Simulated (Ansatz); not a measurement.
# SiCN (doublet): from Hartree-Fock to the top rungs, def2-QZVPP

An exercise on one series of results from a longer session: the logs are not shown, and one member is left open.

Method: def2-QZVPP, core rule «outside noble gas», up to 7 orbitals frozen; program: Ansatz 0.2.0, Gaussian basis.

Plan: UHF; ROHF; CCSD(T) on UHF.

2 further runs of the same task are left out: 2 set aside as unsound or not needed.

## The geometry

The geometry is a PBE0/def2-TZVP stationary point (not a proven minimum).

3 atoms, charge 0, spin multiplicity 2.

Atoms are counted from 1 here; the program's logs count them from 0.

Bond lengths: N1–C2 1.163 Å, C2–Si3 1.842 Å. Angles: N1–C2–Si3 180.0°.

The first run:

in.yaml reads:

```yaml
crystal:
  periodic: [false, false, false]
  atoms:
    - {symbol: N, position_ang: [0.000000, 0.000000, -1.389100]}
    - {symbol: C, position_ang: [0.000000, 0.000000, -0.226600]}
    - {symbol: Si, position_ang: [0.000000, 0.000000, 1.615700]}
basis:
  gaussian: {orbitals: "def2-QZVPP.json"}
magnetization: {spin_polarized: true, initial_magnetization: 1}
hamiltonian: {xc: hf}
output: {orbitals: {seedname: orbitals}}
```

On the command line:

```
> ansatz run in.yaml --threads 1 --pin off --events-out ev --progress --plain --max-ram 2393MiB
```

Steps of the session up to this table: UHF; ROHF; CCSD(T) on UHF.

One of the session's tables, all rows but one given; the rest of the session is left out.

It belongs to the step «Misses and costs». 

| method | from UCCSD(T) (meV) |
| --- | --- |
| ROHF | +12838.0 |
| UHF | ? |
| UMP2 | +1264.4 |
| UCCSD | +680.8 |
| UCCSD(T) | 0 |

Estimate the missing values for UHF.

As computed: from UCCSD(T) (meV): +12625.4. In the column «from UCCSD(T) (meV)» it lies between UMP2 (+1264.4) and ROHF (+12838.0).
